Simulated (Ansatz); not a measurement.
# Ligand exchange: AlH(CH3)(OH) + NaSH → AlH(CH3)(SH) + NaOH

Species: AlH(CH3)(OH), singlet; NaSH `[Na][SH]`, singlet; AlH(CH3)(SH), singlet; NaOH `[OH][Na]`, singlet. The partners trade OH for SH: Al–OH and Na–SH bonds give way to Al–SH and Na–OH.

Shapes, held fixed at every level: PBE0-D4/def2-TZVP. Flexible molecules stand in one conformer, not always the lowest. Programs: Ansatz 0.2.0. The zero-point and thermal change to 298 K, harmonic and unscaled (PBE0-D4/def2-TZVP), is 0.0 kJ/mol.

Question: Estimate ΔH(298 K) of this reaction.

Answer: The highest level, CCSD(T)/def2-TZVPP, gives ΔH(298 K) = +95.7 kJ/mol; the levels span +92.2 to +112.7. The column of differences is taken from that level and isn't an error. No measured value is set beside it here. Outer-core shells of Na are correlated in most correlated rows, in sets that cover them unevenly.

| level | kind | ΔH(298 K) (kJ/mol) | less CCSD(T)/def2-TZVPP |
| --- | --- | --- | --- |
| HF/def2-TZVPP | Hartree–Fock | +112.7 | +17.0 |
| r2SCAN-D4/def2-TZVPP | meta-GGA | +92.8 | -2.9 |
| B3LYP-D4/def2-TZVPP | global hybrid | +96.5 | +0.8 |
| wB97M-V/def2-TZVPP | range-separated hybrid | +96.9 | +1.2 |
| MP2/def2-TZVPP | perturbation theory | +92.2 | -3.5 |
| CCSD/def2-TZVPP | coupled cluster or CI | +97.5 | +1.8 |
| CCSD(T)/def2-TZVPP | coupled cluster or CI | +95.7 | 0.0 |
